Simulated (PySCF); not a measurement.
Cartesian coordinates (Å):
SMILES: [SH]
```xyz
2

S      0.6837     0.0000     0.0000
H     -0.6837     0.0000     0.0000
```
Charge 0, spin multiplicity 2.

Problem. What dipole moment, total energy and highest occupied spin orbital does BP86-D3(BJ)/def2-TZVP // BP86-D3(BJ)/def2-SVP in PySCF give?

Solution. 
| Quantity | Result |
|---|---|
| dipole moment | 0.87 D |
| total energy | -398.7953 Ha |
| highest occupied spin orbital | -6.25 eV |
